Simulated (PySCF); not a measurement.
# C2H4O2 (hydroxy acetaldehyde): the cost of one run

Programs: PySCF 2.14.0, with density-fitted response routines of our own. Each step states its level of theory. These are calculated values for one molecule in the gas phase, unless marked as measured. Atoms are numbered from 0 throughout.

## (1) The starting structure

8 atoms, charge 0, multiplicity 1; geometry from: GFN2-xTB. The atoms were then displaced at random by about 0.01 Å, so the start is not that level's minimum.

Bonds of the start (Å): O0–C1 1.18, C1–C2 1.51, C2–O3 1.36, C1–H4 1.11, C2–H5 1.09, C2–H6 1.11, O3–H7 0.97.

## (2) Geometry optimisation at PBE0-D3(BJ)/def2-TZVP

The job: settings as JSON, then the geometry in Å.

```
{"job": {"xc": "PBE0", "basis": "def2-TZVP", "d3": "d3bj", "grid": 2, "shake": 0.01, "kind": "geom"}, "charge": 0, "multiplicity": 1}
O      0.970760     1.424660     0.150140
C      0.902380     0.280680    -0.143070
C     -0.375220    -0.526030    -0.062600
O     -1.401000     0.242280     0.388780
H      1.790650    -0.280140    -0.499470
H     -0.575910    -0.935180    -1.051350
H     -0.172080    -1.371250     0.628530
H     -1.084450     1.145840     0.536570
```

Command:

```console
OMP_NUM_THREADS=1 python probes_run.py task.json out
```

One launch serves the whole session: the jobs run in the order shown.

Q: Estimate the wall time and peak memory of this first job on 1 thread of Arm Neoverse V2, shared host.

About 59 s, with a peak of 0.59 GiB.
